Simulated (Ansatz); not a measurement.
Input file:

```yaml
crystal:
  periodic: [false, false, false]
  atoms:
    - {symbol: Ga, position_ang: [0.003612, -0.003603, 0.007503]}
    - {symbol: H, position_ang: [0.656116, 0.660502, 1.361372]}
    - {symbol: H, position_ang: [-0.658903, -0.657697, 1.361384]}
    - {symbol: H, position_ang: [-0.914762, 0.912538, -1.900251]}
    - {symbol: H, position_ang: [0.667708, -0.666109, -1.341504]}
basis:
  gaussian: {orbitals: cc-pVDZ}
total_charge: 1
magnetization: {spin_polarized: false, initial_magnetization: 2}
correlation: {active_space: {window: {electrons: 4, orbitals: 9}}}
scf: {lower_state_search: light}
```

```sh
$ ansatz run in.yaml --threads 1 --pin off --events-out ev --progress --plain --max-ram 2393MiB
```

Problem. Roughly how long does this take on 1 thread of INTEL XEON PLATINUM 8581C, shared host, and how much host memory?

Solution. 7 s wall and 0.15 GiB.

```
493 factors; integrals over basis functions are off by at most 2.3e-3 eV
mean field evaluation 1: about -52382.1842 eV, gradient 7.9e0 eV
mean field evaluation 2: about -52382.1944 eV, gradient 7.9e0 eV
mean field evaluation 4: about -52383.1648 eV, gradient 1.2e0 eV
mean field evaluation 8: about -52383.1843 eV, gradient 1.2e-4 eV
mean field evaluation 16: about -52381.1866 eV, gradient 1.1e1 eV
mean field -52383.18431368 eV, -1925.0465169303 hartree, gradient 1.4e-6 eV, S^2 2.000000; 2 other end points of the search recorded, 0 dependent functions left out
reference -52383.18431368 eV, -1925.0465169303 hartree; 18, 16 occupied and 29, 31 virtual orbitals, 493 factors
state -52384.36913109 eV, -1925.0900581667 hartree
Total energy: -52384.36913109 eV, -1925.0900581667 hartree
```
